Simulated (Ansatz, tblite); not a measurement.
**The cluster Ni2Pt: one state, many levels**

How do method and basis change the picture of the cluster Ni2Pt (singlet)?

Method: as each input shows; program: Ansatz 0.2.0, Gaussian basis.

The runs, in order: GFN1-xTB, GFN2-xTB, PBE-D4/def2-TZVP, r2SCAN-D4/def2-TZVP, ωB97M-V/def2-TZVP, LC-ωPBE/def2-TZVP, ωB97X-V/def2-TZVP, CAM-B3LYP-D4/def2-TZVP, B2PLYP/def2-TZVP, PBE+5HF/def2-TZVP, PBE+10HF/def2-TZVP, PBE+15HF/def2-TZVP, PBE+35HF/def2-TZVP, PBE+50HF/def2-TZVP, PBE-D4/def2-SVP, PBE0-D4/def2-SVP, PBE0-D4/def2-TZVPD, PBE-D4/def2-TZVPD, r2SCAN-D4/def2-TZVPD, CCSD(T)/def2-TZVP.

3 further runs of the same task are left out: 2 that didn't finish, 1 set aside as unsound or not needed. Runs told in other sessions of the task aren't counted.

## 1. The relaxed structure

The singlet was relaxed beforehand with PBE-D4/def2-TZVP. At that level it is the lowest of the isomers that a small search found.

3 atoms, charge 0, spin multiplicity 1.

Bond lengths: Pt1–Ni2 2.326 Å, Pt1–Ni3 2.326 Å, Ni2–Ni3 2.227 Å. Angles: Ni2–Pt1–Ni3 57.2°, Pt1–Ni2–Ni3 61.4°, Pt1–Ni3–Ni2 61.4°.

Pt takes a core potential in the def2 sets. No spin-orbit coupling is included.

PBE0-D4/def2-TZVP was run before; its log isn't repeated, and its numbers join the tables.

## 2. GFN1-xTB

Tight binding, by tblite at 300 K electronic temperature and without a spin-polarisation term:

```python
tblite.interface.Calculator('GFN1-xTB', numbers, positions, charge=0, uhf=0).singlepoint()
```

Energy -344.7659 eV, HOMO -10.28 eV, LUMO -9.97 eV; 0.003 s.

## 3. GFN2-xTB

Tight binding, by tblite at 300 K electronic temperature and without a spin-polarisation term:

```python
tblite.interface.Calculator('GFN2-xTB', numbers, positions, charge=0, uhf=0).singlepoint()
```

Energy -383.6852 eV, HOMO -8.40 eV, LUMO -8.04 eV; 0.004 s.

## 4. PBE-D4/def2-TZVP

start.molden holds the orbitals of an earlier run on this state, given as this run's starting guess.

Input file in.yaml:

```yaml
crystal:
  periodic: [false, false, false]
  atoms:
    - {symbol: Pt, position_ang: [0.430642, -0.713786, -1.076569]}
    - {symbol: Ni, position_ang: [-1.257978, 0.312575, 0.150594]}
    - {symbol: Ni, position_ang: [0.827335, 0.401211, 0.925974]}
basis:
  gaussian: {orbitals: def2-TZVP, initial_orbitals: start.molden}
hamiltonian: {xc: pbe, dispersion: d4}
scf: {omitted_lower_state_checks: [starts]}
output: {orbitals: {seedname: orbitals}}
```

On the command line:

```bash
ansatz run in.yaml --threads 4 --pin off --events-out ev --progress --plain --max-ram 3916MiB
```

Further steps of the session: r2SCAN-D4/def2-TZVP; ωB97M-V/def2-TZVP; LC-ωPBE/def2-TZVP; ωB97X-V/def2-TZVP; CAM-B3LYP-D4/def2-TZVP; B2PLYP/def2-TZVP; PBE+5HF/def2-TZVP; PBE+10HF/def2-TZVP; PBE+15HF/def2-TZVP; PBE+35HF/def2-TZVP; PBE+50HF/def2-TZVP; PBE-D4/def2-SVP; PBE0-D4/def2-SVP; PBE0-D4/def2-TZVPD; PBE-D4/def2-TZVPD; r2SCAN-D4/def2-TZVPD; CCSD(T)/def2-TZVP.

Before running them: what should the planned runs give, taken together? Wanted: gap in def2-TZVP, named functionals, smallest and largest; gap over the share of exact exchange; correlation energy, CCSD(T)/def2-TZVP; binding an atom, functionals in def2-TZVP; PBE0 total energy, smallest basis above largest.

**Answer**, as computed:

```
                                                 quantity                                    value
gap in def2-TZVP, named functionals, smallest and largest     2.51 eV (PBE0-D4), 7.20 eV (LC-ωPBE)
                     gap over the share of exact exchange          0.27 eV at 0.05, 4.81 eV at 0.5
                    correlation energy, CCSD(T)/def2-TZVP                                -51.79 eV
                binding an atom, functionals in def2-TZVP  0.96 (CAM-B3LYP-D4) to 1.94 eV (PBE-D4)
          PBE0 total energy, smallest basis above largest          12.93 eV (def2-SVP, def2-TZVPD)
```

**Reading.** Over the named functionals in def2-TZVP the gap runs from 2.51 eV (PBE0-D4) to 7.20 eV (LC-ωPBE). Raising the share of exact exchange from 0.05 to 0.5 moves the HOMO by -1.93 eV and the LUMO by +2.61 eV. PBE-D4, r2SCAN-D4 leave an empty level below a filled one, so this occupation isn't an aufbau state there; left out of the range. Notes on CCSD(T)/def2-TZVP: large T1 diagnostic, state flagged by the program.
